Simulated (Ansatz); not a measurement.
# Zinc-blende CdS (metastable phase): LO phonon frequency at X by level of theory

No measured value is used here.

| level (code) | value (cm⁻¹) | cell (Å³/atom) |
|---|---|---|
| LDA (Ansatz) | 296 | 23.85 |
| PBE (Ansatz) | [?] | 26.02 |
| r²SCAN (Ansatz) | 286 | 25.38 |
| B3LYP (VWN-RPA form) (Ansatz) | 277 | 26.60 |
| HSE06 (Ansatz) | 287 | 25.48 |
| PBE0 (Ansatz) | [?] | 25.42 |

What belongs in the gaps?


- PBE (Ansatz, a first-principles code), value (cm⁻¹): 271
- PBE0 (Ansatz), value (cm⁻¹): 289

Each level is taken at its own relaxed cell. Cutoffs and k meshes differ between the levels. Ansatz's density-functional and Hartree–Fock values are scalar-relativistic unless marked +SOC, with PAW data made under PBE.
